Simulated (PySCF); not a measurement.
## Unknown: peak-picked proton spectrum

Formula C5H12O. The spectrum was simulated from the full spin Hamiltonian at 700 MHz with 0.6 Hz Lorentzian lines, from shifts rounded to 0.01 ppm and J to 0.1 Hz, couplings under 1 Hz left out.

Maxima in ppm (height), grouped by integral:
3H: 3.340 (100)
2H: 2.825 (33), 2.815 (34)
1H: 1.621 (2), 1.621 (2), 1.611 (4), 1.600 (5), 1.590 (4), 1.580 (2), 1.579 (2)
6H: 0.895 (97), 0.885 (94)

¹³C{¹H} NMR (computed): δ 83.5, 60.5, 32.9, 21.3.

- B3LYP/pcSseg-1 with gauge-including orbitals
- coordinates at the PBE0-D3(BJ)/def2-SVP level
- J: B3LYP/pcJ-1 (without the spin–dipole term)
- code: PySCF
- no relativistic terms, averaged over atoms made equivalent by symmetry, fast rotation or ring inversion, no solvent model, one conformer

δ = σ(ref) − σ, references computed at the same level: ¹H, ¹³C vs TMS.

Q: Analyse the multiplets.

A: ¹H NMR (700 MHz, computed): δ 3.34 (s, 3H), 2.82 (d, J = 6.8 Hz, 2H), 1.60 (nonet, J = 7.3 Hz, 1H), 0.89 (d, J = 7.4 Hz, 6H). These are first-order names from the parameters used; overlap and second-order distortion can hide them in the list.

Q: What is the compound?

A: i-BuOMe (COCC(C)C).

Numbering as in the mapped SMILES `[CH3:1][O:2][CH2:3][CH:4]([CH3:5])[CH3:6]`. Hydrogens are named by the atom that carries them.

δ 3.34: H(C1), hydrogen on a methyl carbon bonded to O. δ 2.82: H(C3), hydrogen on an sp3 CH2 bonded to O, coupled to H(C4) (6.8 Hz). δ 1.60: H(C4), hydrogen on an sp3 CH, coupled to H(C5)/H(C6) and H(C3) (7.3 Hz). δ 0.89: H(C5)/H(C6), hydrogen on a methyl carbon, coupled to H(C4) (7.4 Hz).

This is the structure that produced the data.

Splittings below 1 Hz are ignored in the labels, and close J values are merged. Unscaled 3J(H,H) at this level run about 10 % above measured values. Shifts are as computed. Against solution values, carbons near 30 ppm lie about +2 ppm off and those near 130 ppm about +6 ppm. Of 1211 compounds with measured shifts, 218 miss one by over three times the rms of a fit or turn the order of signals round; such compounds aren't used in these exercises. Across freely rotating sp3–sp3 bonds, 3J(H,H) is taken as (2 J gauche + J anti)/3 from the one conformer, which assumes equal rotamer populations.
